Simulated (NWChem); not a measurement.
**Correlation energy of formamide (CH3NO)**

```xyz
6

N     -0.1982    -1.0835     0.0000
C     -0.3131     0.2775     0.0000
O      0.6186     1.0642     0.0000
H      0.7326    -1.5054     0.0000
H     -1.0184    -1.6888     0.0000
H     -1.3967     0.6003     0.0000
```
Charge 0, spin multiplicity 1.

Everything below was run with NWChem. All single points use one geometry, from PBE/def2-SVP, a minimum by its harmonic frequencies. It is one conformer; others weren't searched.

Basis set: cc-pVDZ. Each correlation energy counts from its own Hartree-Fock reference.

The correlated methods keep 3 core orbitals frozen. No row is a measurement; the coupled-cluster row has its own basis-set and correlation limits.

```csv
method,correlation energy (mHa)
CR-CCSD[T],-516.9
CCSD,(withheld)
MP2,-485.2
SCS-MP2,(withheld)
CCSD+T(CCSD),-520.8
RI-MP2,-485.2
CR-CCSD(T),-515.8
CCSD(T),(withheld)
```

### Question
Complete the blanks.

### Answer

- CCSD, correlation energy (mHa): -503.6
- SCS-MP2, correlation energy (mHa): -472.9
- CCSD(T), correlation energy (mHa): -519.3
